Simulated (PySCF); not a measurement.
# Working with the constants of CF⁺

PBE0 constants of CF⁺, ¹Σ⁺ (singlet), closed shell (basis C def2-TZVP, F def2-TZVP; no relativity; PySCF 2.14; masses 12.0000 and 18.9984 u):

| Quantity | Value |
| --- | --- |
| ωe | 1816.5 cm⁻¹ |
| ωexe | 12.2 cm⁻¹ |
| Be | 1.7245 cm⁻¹ |
| αe | 0.0181 cm⁻¹ |
| D (centrifugal) | 6.22e-06 cm⁻¹ |
| De to C⁺ + F | 8.00 eV |

(1) Estimate the standard entropy (1 bar) and heat capacity of the ideal gas at 500 K, rigid rotor with B0 and harmonic oscillator at the fundamental.

For an ion De counts to the pair picked by the measured ionisation energies or electron affinities, which need not be the lowest pair at this level.

## Answers

(1) Translation (Sackur–Tetrode, M = 31.00 u): 162.4 J/(mol K). Rotation: q = kT/(σB0) = 203 with σ = 1, 52.5. Vibration: x = hcν0/kT = 5.16, 0.30. S° = 215.2 J/(mol K); Cp = 7R/2 + 1.29 = 30.4 J/(mol K).
